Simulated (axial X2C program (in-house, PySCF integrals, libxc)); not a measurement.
# PH⁻: properties at the nuclei

Computed with an in-house all-electron X2C program for linear molecules (integrals from PySCF): two-component X2C with atomic mean-field Coulomb and Gaunt terms, Gaussian nuclei, basis P dyall-av3z, H dyall-av3z with contracted cores.

R = 1.443 Å (near the PBE0 minimum at charge -1 of the determinant lowest at the starting distance; the state shown can have its own minimum elsewhere).

Determinant lowest in the PBE0 search, Ω = 3/2 (⟨Sz⟩ = 0.50, ⟨Lz⟩ = 1.00 at PBE0), spin on the atoms P 0.52, H -0.02:

```tsv
level	Eeff magnitude (GV/cm)	Ws magnitude P (kHz)	A∥/gI P (MHz)	qzz P (a.u.)	A∥/gI H (MHz)	qzz H (a.u.)
PBE0	0.0145	0.00378	124	0.22	1.44	0.18
HF	0.0313	0.00805	127	0.27	0.846	0.18
TPSSh	0.0162	0.00419	134	0.26	2.07	0.18
B3LYP	0.0118	0.00308	130	0.24	1.64	0.18
PBE	0.0109	0.00284	122	0.17	1.47	0.18
```

Determinant 0.02 eV from it at PBE0 and this distance, Ω = 1/2 (⟨Sz⟩ = -0.50, ⟨Lz⟩ = 1.00 at PBE0), spin on the atoms P -0.52, H 0.02:

```csv
level,Eeff magnitude (GV/cm),Ws magnitude P (kHz),A∥/gI P (MHz),qzz P (a.u.),A∥/gI H (MHz),qzz H (a.u.)
PBE0,0.0125,0.00973,634,0.21,11.9,0.18
HF,0.0287,0.0221,501,0.25,12.4,0.18
TPSSh,0.0145,0.0112,584,0.25,9.71,0.18
B3LYP,0.00973,0.00758,626,0.23,11,0.18
PBE,0.00902,0.00708,641,0.16,11.7,0.18
```

Eeff is the effective electric field on the electron electric dipole moment in this Ω state and Ws the scalar–pseudoscalar constant of the nucleus named (defined with the proton number Z and per Ω); A∥ (defined per Ω) follows by multiplying with gI = μI/(I μN); qzz is the electric field gradient, eQq0 = 234.96 MHz × Q/barn × qzz. The operators were transformed with the bare-nucleus X2C matrices; with these basis sets, hyperfine constants and field gradients can be off by tens of per cent, and where levels differ in sign neither size nor sign is settled.

Question: With gI(31P) = 2.2632 (g factors from the IAEA table of nuclear moments by Stone), turn the PBE0 values of the first state into constants in MHz.

Answer: A∥(31P) = 124 × 2.2632 = 281 MHz.

Each state is one determinant with collinear spin. Unrestricted Hartree–Fock can overshoot spin polarisation at the nuclei. For an anion, determinants above electron detachment, or with a positive highest level, are held by the basis set. Where Eeff spreads by more than a factor of two the levels disagree and none is to be relied on. The search compared states at one distance, so a state with another bond length can lie lower. Further determinants of the search, some of them spin-mixed, are not shown. Where a field gradient or hyperfine factor spreads by more than a factor of two over the levels, a constant derived from it is not to be relied on. PBE0 term energies can be off by some tenths of an eV.
